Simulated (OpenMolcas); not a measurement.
## How methods differ on BH3 (SMILES [H]B([H])[H])

BH3 has 4 atoms, charge 0, and is taken as a singlet. As SMILES, `[H]B([H])[H]`. The coordinates come from a GFN2-xTB relaxation.

```xyz
4

B     0.0001    0.0000   -0.0014
H     1.1639   -0.0303    0.0153
H    -0.5553    1.0234   -0.0186
H    -0.6086   -0.9931    0.0048
```

Quantity: the energy change with the B1–H4 bond stretched from 1.165 to 2.038 Å, in eV. The values are calculated.

| level | kind | program | value (eV) |
| --- | --- | --- | --- |
| HF/3-21G (restricted) | Hartree–Fock | OpenMolcas | 3.05 |
| SVWN5/3-21G (restricted) | LDA | OpenMolcas | 2.60 |
| PBE/3-21G (restricted) | GGA | OpenMolcas | 2.60 |
| B3LYP/3-21G (restricted) | global hybrid | OpenMolcas | 2.76 |
| ACPF/3-21G (restricted) | coupled cluster or CI | OpenMolcas | ? |
| CCSD(T)/3-21G (restricted) | coupled cluster or CI | OpenMolcas | 2.44 |
| CISD/3-21G (restricted) | coupled cluster or CI | OpenMolcas | ? |
| FCI/3-21G | exact in the basis | OpenMolcas | 2.44 |

Question: Estimate the missing values from the other rows.

Answer: As computed at these levels: ACPF/3-21G (restricted): 2.43 eV; CISD/3-21G (restricted): 2.54 eV. Spin-restricted single references rise too steeply as a bond breaks, Hartree–Fock most of all. The first shape isn't each level's own minimum. The values span 2.43 to 3.05 eV. All rows use very small basis sets, so even the best lies far from the true value.
